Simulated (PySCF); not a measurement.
chlorine (Cl2), SMILES ClCl. Geometry: B3LYP-D3(BJ)/def2-TZVPD.

Q: Give the equilibrium geometry at B3LYP-D3(BJ)/def2-TZVPD (PySCF confirms it by a frequency run) as bond lengths and angles, and its point group. (An estimate is asked for; the answer gives what the named calculation found.)

A: point group D∞h.
Atoms: Cl1 Cl2. Bond lengths (Å): Cl1–Cl2 2.011.
